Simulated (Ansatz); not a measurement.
`CCCSCC`, charge 0, multiplicity 1.

Q: Give a relaxed structure at PBE0-D4/def2-TZVP (the Gaussian-basis code of Ansatz). (Best estimate.)

A: Ansatz gave: 
Z-matrix (Å, degrees):
```
C
C 1 1.520
H 1 1.094 2 111.3
H 1 1.092 2 111.3 3 120.1
H 1 1.094 2 111.2 3 -119.8
C 2 1.518 1 112.0 3 59.6
H 2 1.095 1 109.4 3 -62.1
H 2 1.094 1 110.4 3 -178.8
S 6 1.804 2 115.3 1 176.6
H 6 1.094 2 110.8 1 -58.1
H 6 1.094 2 110.2 1 59.4
C 9 1.807 6 102.2 2 64.0
C 12 1.515 9 114.8 6 62.3
H 12 1.093 9 109.5 6 -63.7
H 12 1.093 9 103.6 6 -177.1
H 13 1.092 12 111.6 9 -64.9
H 13 1.092 12 110.9 9 55.5
H 13 1.094 12 110.5 9 175.8
```
This is one stationary point; other conformers may exist.
